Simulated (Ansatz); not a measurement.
Results of PBE0-D3(BJ) (Ansatz, an electronic-structure program, plane waves, PAW) for rock-salt ZrC.

Run with plane-wave cutoff 460 eV, 10×10×10 k mesh, Fermi–Dirac smearing 0.05 eV, scalar-relativistic PAW data made under PBE.

Energies at three volumes about the minimum:

```json
[
 {"V (Å³/atom)": "12.271", "E − E_lowest (meV/atom)": "6.93"},
 {"V (Å³/atom)": "12.586", "E − E_lowest (meV/atom)": "0.00"},
 {"V (Å³/atom)": "12.785", "E − E_lowest (meV/atom)": "2.10"}
]
```

Q: Fit a parabola by hand: where is the minimum, what lattice constant follows, and what is the bulk modulus?

A: Slopes: (0.00 − 6.93)/(12.586 − 12.271) = -22.000 and (2.10 − 0.00)/(12.785 − 12.586) = 10.553 meV/Å³. Curvature E″ = 2 × (10.553 − (-22.000))/(12.785 − 12.271) = 126.665 meV/Å⁶. From the middle of the first interval, the slope vanishes at V0 = 12.4285 − (-22.000)/126.665 = 12.602 Å³/atom. B = V0 E″ = 12.602 × 126.665 meV/Å³ × 0.1602 GPa per meV/Å³ = 256 GPa. With 8 atoms in the cube, a = (8 × 12.602)^(1/3) = 4.654 Å. The full Birch–Murnaghan fit to all volumes gives V0 = 12.598 Å³/atom and B0 = 250 GPa.

Measured, for comparison: bulk modulus 223 GPa (temperature not stated, no zero-point or thermal correction, from single-crystal elastic constants, our sources range from 208 to 223; as tabulated in arXiv:1102.4063); lattice constant a 4.696 Å (temperature not stated, no zero-point or thermal correction; as tabulated in Zhang et al. (2018), doi:10.1088/1367-2630/aac7f0). Computed (rounded) less measured: bulk modulus +12 % (+12 % to +20 % over the range).
